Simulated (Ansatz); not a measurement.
Consider the ligand exchange at a Mg–C bond: `[CH3][MgH]` + CH₃SH → `C[S][MgH]` + CH₄.

Program: Ansatz. Geometries: PBE0-D4/def2-TZVP. ΔE: electronic, gas phase. CBS: MP2 limit from def2 TZ/QZ plus the TZ coupled-cluster correction, frozen cores. This one scheme is used for every species. DFT in def2-TZVPP. HSE06 is defined as in plane-wave codes. For Mg outer-core shells are correlated without core-valence functions, which leaves a few kJ/mol of doubt a bond.

```csv
level,ΔE (kJ/mol),difference from CCSD(T)/CBS
revPBE-D4,-133.0,1.5
B97M-V,-136.8,-2.3
PBE0-D4,-136.5,-2.0
r2SCANh-D4,-139.9,-5.4
HSE06-D4,-136.6,-2.1
ωB97X-V,-134.9,-0.4
PBE0,-135.6,-1.1
CAM-B3LYP,-132.9,1.6
LC-ωPBE,-133.9,0.6
MP2/def2-SVP,-146.9,-12.4
MP2/def2-TZVPP,-136.9,-2.4
SCS-MP2/def2-TZVPP,-135.8,-1.3
CCSD/def2-TZVPP,-133.5,1.0
HF/def2-QZVPP,-145.9,-11.4
SCS-MP2/def2-QZVPP,-136.9,-2.4
MP2/CBS(def2),-138.4,-3.9
CCSD(T)/CBS,-134.5,0
```

Largest T1 diagnostic among the species: 0.009.

At CCSD(T), def2-SVP lies −9.6 kJ/mol from the extrapolated value and def2-TZVPP +1.5 kJ/mol. From BLYP to BHLYP (50 % exact exchange), in def2-TZVPP and without D4, ΔE moves by −7.7 kJ/mol.
